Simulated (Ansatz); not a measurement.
# How the smallest direct gap on the k points sampled of litharge PbO moves with the method

No measured value is used here.

| level (code) | value (eV) |
|---|---|
| LDA (Ansatz) | 2.18 |
| PBE (Ansatz) | 2.25 |
| PBE+SOC (Ansatz) | 2.19 |
| PBEsol (Ansatz) | 2.18 |
| PBEsol+SOC (Ansatz) | 2.11 |
| r²SCAN (Ansatz) | 2.67 |
| r²SCAN+SOC (Ansatz) | 2.58 |
| B3LYP (VWN-RPA form) (Ansatz) | 3.73 |
| HSE06 (Ansatz) | 3.25 |
| PBE0 (Ansatz) | 3.93 |
| G0W0@HSE06 (Ansatz) | 3.56 |
| G0W0@PBEsol (Ansatz) | 3.17 |

At these levels the smallest gap is indirect and lower: LDA 1.16, PBE 1.20, PBE+SOC 1.16, PBEsol 1.14, PBEsol+SOC 1.10, r²SCAN 1.51, r²SCAN+SOC 1.46, B3LYP (VWN-RPA form) 2.40, HSE06 1.86, PBE0 2.52, G0W0@HSE06 2.33, G0W0@PBEsol 2.04 eV. Computed values are for a static lattice. Spin–orbit coupling is included only where a level's name says +SOC; with heavier elements it mostly lowers gaps and can invert bands.  G0W0@HSE06, G0W0@PBEsol: filled d or f shells below the valence bands can shift G0W0 gaps through exchange with them, which wasn't tested here. G0W0@HSE06: GW on a hybrid start was not checked against another program. Values are at the measured cell. Cutoffs and k meshes differ between the levels. Ansatz's density-functional and Hartree–Fock values are scalar-relativistic unless marked +SOC, with PAW data made under PBE.

Ansatz is a first-principles code.
